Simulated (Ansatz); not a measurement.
`N#CSC#N`, charge 0, multiplicity 1.

**Question.** Give a relaxed structure at PBE0-D4/def2-TZVP (Ansatz 0.2.0). (Best estimate.)

**Answer.** Computed: 
```xyz
5

N     1.5701   -0.8005    1.4894
C     0.8911   -0.7402    0.5596
S    -0.0486   -0.7741   -0.8446
C    -0.8953    0.6730   -0.6329
N    -1.5173    1.6418   -0.5714
```
Point group C2v.
